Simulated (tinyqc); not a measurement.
Inside a calculation. Method: CIS on RHF in the sto-3g basis, frozen core, for OH-, spin multiplicity 1. The basis has no diffuse functions, so it cannot describe the extra electron: this is an exercise in the method, not the real anion. One step of it, computed by the program tinyqc.

Question. CIS matrix, singlets. A(ia,jb) = (e_a - e_i) d_ij d_ab + 2 (ia|jb) - (ij|ab).

orbital energies (hartree): MO1 -19.346376, MO2 -0.616431, MO3 0.076534, MO4 0.263818, MO5 0.263818, MO6 1.355202

Two-electron integrals over orbitals (pq|rs), unique and non-zero (hartree); the lowest 1 orbital is frozen and left out:
```
(22|22) 0.733695    (32|22) -0.006550   (32|32) 0.147898    (33|22) 0.660542
(33|32) 0.055147    (33|33) 0.708025    (42|42) 0.140035    (43|42) 0.056822
(43|43) 0.056181    (44|22) 0.739911    (44|32) 0.093157    (44|33) 0.682218
(44|44) 0.880159    (52|52) 0.140035    (53|52) 0.056822    (53|53) 0.056181
(54|54) 0.047444    (55|22) 0.739911    (55|32) 0.093157    (55|33) 0.682218
(55|44) 0.785270    (55|55) 0.880159    (62|22) -0.118746   (62|32) 0.002235
(62|33) -0.026919   (62|44) -0.134594   (62|55) -0.134594   (62|62) 0.111346
(63|22) 0.066053    (63|32) 0.111045    (63|33) 0.090289    (63|44) 0.131019
(63|55) 0.131019    (63|62) -0.050146   (63|63) 0.139573    (64|42) -0.047743
(64|43) 0.002265    (64|64) 0.039379    (65|52) -0.047743   (65|53) 0.002265
(65|65) 0.039379    (66|22) 0.695652    (66|32) -0.048899   (66|33) 0.648831
(66|44) 0.664689    (66|55) 0.664689    (66|62) -0.087753   (66|63) 0.022712
(66|66) 0.728972
```

Give: CIS matrix A, singlet.

Answer.

CIS matrix A, singlet (hartree):
```
         2>6      3>6     4>6     5>6
2>6   1.4987  -0.0514  0.0000  0.0000
3>6  -0.0514   0.9090  0.0000  0.0000
4>6   0.0000   0.0000  0.5055  0.0000
5>6   0.0000   0.0000  0.0000  0.5055
```
